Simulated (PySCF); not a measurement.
**S₃: relaxation and vibrations of the singlet**

Aim: relax S₃ as a singlet from a obtuse triangle start, check by its vibrations whether the end is a minimum, and collect its spectrum and constants.

Computed with PySCF 2.14.0. Level: PBE0, basis S def2-TZVP, no relativity, density fitting.

### 1 Starting geometry

3 atoms, charge 0, spin multiplicity 1.

Bond lengths: S1–S2 2.027 Å, S1–S3 2.027 Å. Angles: S2–S1–S3 104.9°.

Z-matrix (Å, degrees; charge 0 multiplicity 1):
```
S
S  1 2.0272
S  1 2.0272 2 104.86
```

### 2 First SCF at the start

One driver script runs all steps and calls PySCF; scf.py shows how it sets up the SCF of each step. The optimiser is the driver's own. After this first run the driver tries any further starts and a stability analysis.

Input file scf.py:

```python
from pyscf import gto, scf, dft
mol = gto.M(atom='''
S      0.000000     0.000000     0.000000
S      1.606800     1.236000     0.000000
S     -1.606800     1.236000     0.000000''',
    basis={'S': 'def2-TZVP'},
    charge=0, spin=0)
mf = dft.RKS(mol, xc='PBE0')
mf.grids.atom_grid = (50, 194)
aux = {'S': 'def2-universal-JKFIT'}
mf = mf.density_fit(auxbasis=aux)
mf.conv_tol = 1e-08
mf.diis_space = 10
mf.max_cycle = 60
mf.init_guess = 'minao'
mf.verbose = 4
mf.kernel()
```

Command:

```bash
$ OMP_NUM_THREADS=2 python axn.py task.json out
```

Output:

```text
init E= -1194.37676759375
  HOMO = -0.26961629616129  LUMO = -0.20616142386611  gap/eV = 1.72670
cycle= 1 E= -1194.11765053176  delta_E= 0.259  |g|= 0.409  |ddm|= 1.85
  HOMO = -0.238926194076299  LUMO = -0.187865138937415  gap/eV = 1.38944
cycle= 2 E= -1193.94385161191  delta_E= 0.174  |g|= 0.877  |ddm|= 0.98
  HOMO = -0.26291274721585  LUMO = -0.178386157645782  gap/eV = 2.30009
cycle= 3 E= -1194.1661797588  delta_E= -0.222  |g|= 0.0332  |ddm|= 0.682
  HOMO = -0.26678840540082  LUMO = -0.178845222153296  gap/eV = 2.39306
cycle= 4 E= -1194.16631432804  delta_E= -0.000135  |g|= 0.0133  |ddm|= 0.0277
  HOMO = -0.265867391784888  LUMO = -0.177594312272554  gap/eV = 2.40203
cycle= 5 E= -1194.16636851463  delta_E= -5.42e-05  |g|= 0.00368  |ddm|= 0.0142
  HOMO = -0.266293042090166  LUMO = -0.177821890150426  gap/eV = 2.40742
cycle= 6 E= -1194.16637171171  delta_E= -3.2e-06  |g|= 0.000645  |ddm|= 0.00306
  HOMO = -0.266226920115574  LUMO = -0.177771170617369  gap/eV = 2.40700
cycle= 7 E= -1194.16637184899  delta_E= -1.37e-07  |g|= 0.000227  |ddm|= 0.000858
  HOMO = -0.266236231047211  LUMO = -0.177777746605674  gap/eV = 2.40708
cycle= 8 E= -1194.16637186753  delta_E= -1.85e-08  |g|= 3.47e-05  |ddm|= 0.000302
  HOMO = -0.266242419343809  LUMO = -0.177781849882145  gap/eV = 2.40713
cycle= 9 E= -1194.16637186795  delta_E= -4.18e-10  |g|= 7.45e-06  |ddm|= 5.72e-05
  HOMO = -0.266240679162174  LUMO = -0.177780899079536  gap/eV = 2.40711
Extra cycle  E= -1194.16637186793  delta_E= 2e-11  |g|= 1.08e-05  |ddm|= 1.65e-05
converged SCF energy = -1194.16637186793
```

This step, with its further starts and checks, took 9.8 s on 2 threads of Arm Neoverse V1, shared host.

Energies from each starting density:

```tsv
start	energy (Eh)
the minimal-basis guess	-1194.166372
a thermally smeared density	-1194.166372
a smeared PBE density	-1194.166372
```

No lower closed-shell solution turned up from the other starts or in the test of internal stability.

### 3 Relaxing the singlet from the obtuse triangle start

The program finds C2v symmetry in the start, which this walk keeps.

Edit scf.py of step 2 so:

```diff
@@ -3,3 +3,3 @@
-S      0.000000     0.000000     0.000000
-S      1.606800     1.236000     0.000000
-S     -1.606800     1.236000     0.000000''',
+S      0.000000    -0.824000     0.000000
+S      1.606800     0.412000     0.000000
+S     -1.606800     0.412000     0.000000''',
@@ -15 +14,0 @@
-mf.init_guess = 'minao'
```

Energy and gradient, step by step:

```tsv
step	energy (Eh)	change (kJ/mol)	largest symmetric gradient (Eh/bohr)
0	-1194.166372	0.00	0.08072
1	-1194.185220	-49.48	0.00682
2	-1194.185331	-49.78	0.00124
3	-1194.185337	-49.79	0.00019
4	-1194.185337	-49.79	0.00001
```

The walk took 6.9 s.

Positions (Å) and forces (eV/Å) along the way:

```
step 0
S    0.000  -0.824   0.000   0.000   4.151   0.000
S    1.607   0.412   0.000  -1.439  -2.075   0.000
S   -1.607   0.412   0.000   1.439  -2.075   0.000
step 1
S    0.000  -0.668   0.000   0.000   0.351   0.000
S    1.629   0.334   0.000  -0.128  -0.175   0.000
S   -1.629   0.334   0.000   0.128  -0.175   0.000
step 2
S    0.000  -0.654   0.000  -0.001  -0.056   0.000
S    1.630   0.327   0.000   0.064   0.028   0.000
S   -1.630   0.327   0.000  -0.063   0.028   0.000
step 3
S    0.000  -0.653   0.000   0.000   0.003   0.000
S    1.633   0.327   0.000  -0.010  -0.001   0.000
S   -1.633   0.327   0.000   0.010  -0.001   0.000
step 4
S    0.000  -0.654   0.000  -0.002   0.001   0.000
S    1.633   0.327   0.000   0.001   0.000   0.000
S   -1.633   0.327   0.000   0.001  -0.001   0.000
```

It settles in C2v symmetry, 49.8 kJ/mol below the start, after 4 steps: S–S 1.905 Å (×2); S–S–S 118.0°.

### 4 Hessian and properties

On the finer grid the gradient is checked again; gradients at displacements of ±0.02 bohr then give force constants and infrared intensities.

Edit scf.py of step 3 so:

```diff
@@ -3,3 +3,3 @@
-S      0.000000    -0.824000     0.000000
-S      1.606800     0.412000     0.000000
-S     -1.606800     0.412000     0.000000''',
+S      0.000000    -0.653611     0.000000
+S      1.632783     0.326805     0.000000
+S     -1.632783     0.326805     0.000000''',
@@ -9 +9 @@
-mf.grids.atom_grid = (50, 194)
+mf.grids.atom_grid = (75, 302)
@@ -12 +12 @@
-mf.conv_tol = 1e-08
+mf.conv_tol = 1e-10
```

The driver hands on the density of the step before, so the log starts near convergence.

SCF at the final geometry:

```text
init E= -1194.18538087759
  HOMO = -0.278327069707103  LUMO = -0.158097873626279  gap/eV = 3.27160
cycle= 1 E= -1194.18538087758  delta_E= 4.55e-12  |g|= 1.45e-06  |ddm|= 1.77e-06
  HOMO = -0.278327033902126  LUMO = -0.15809790526243  gap/eV = 3.27160
Extra cycle  E= -1194.18538087758  delta_E= 1.36e-12  |g|= 2.66e-06  |ddm|= 3.1e-06
converged SCF energy = -1194.18538087758
```

The whole step took 21 s.

Geometry: C2v; S–S 1.905 Å (×2); S–S–S 118.0°.

Harmonic modes (main isotopes):

```tsv
symmetry	ω (cm⁻¹)	IR (km/mol)	μ (u)	type
a1	271	1.1	31.97	bend
a1	630	3.0	31.97	stretch
b2	731	140	31.97	stretch
```

All wavenumbers are real: a minimum.

Properties at this point:

* Dipole moment: 0.50 D
* Highest occupied level: -7.57 eV
* Lowest empty level: -4.30 eV
* Rotational constants: 0.8228, 0.09889, 0.08828 cm⁻¹
* Zero-point energy: 9.8 kJ/mol
* Principal polarisabilities: 29.8, 40.2, 98.5 bohr³
* Atomisation energy without zero-point energy: 694 kJ/mol
* Principal traceless quadrupole moments about the centre of mass: -0.95, -0.79, 1.75 D Å
* Entropy at 298.15 K and 1 bar: 273.7 J/(mol K)
* Heat capacity Cp at 298.15 K: 47.8 J/(mol K)
* Enthalpy at 298.15 K above 0 K: 11.76 kJ/mol
* Rotational symmetry number: 2

Populations by atom (charges in e):

```
atom  Mulliken  Löwdin  polar tensor  Mayer order to S1
  S1      0.25    0.13          0.69                  –
S2,3     -0.12   -0.07         -0.34               1.74
```

Outer orbital energies (eV). occupied: -20.83, -16.40, -12.18, -11.58, -11.43, -8.03, -7.65, -7.57; empty: -4.30, -0.80, 0.48, 4.12.

Mulliken populations on S1: s 5.80, p 9.55, d 0.38, f 0.02.

### 5 Would spin polarisation lower it?

At the lowest minimum the closed shell is tested against spin polarisation, on the (50, 194) grid. It is stable.

### 6 Results

| quantity | value |
| --- | --- |
| minimum | singlet, C2v |
| geometry | S–S 1.905 Å (×2); S–S–S 118.0° |
| wavenumbers (cm⁻¹) | 271 (a1), 630 (a1), 731 (b2) |
| dipole moment | 0.50 D |
| highest occupied, lowest empty level | -7.57, -4.30 eV |
| polar-tensor charge of S1 | +0.69 e |
| zero-point energy | 9.8 kJ/mol |
| entropy at 298.15 K | 273.7 J/(mol K) |
| atomisation energy (no zero-point energy) | 694 kJ/mol |

The molecule stays C2v, as typed, and the end point is a minimum. The strongest infrared band lies at 731 cm⁻¹ (b2, stretch). Only this shape and spin were tried, so other structures or states may lie lower.

The search up to here took 41 s on 2 threads of Arm Neoverse V1, shared host.
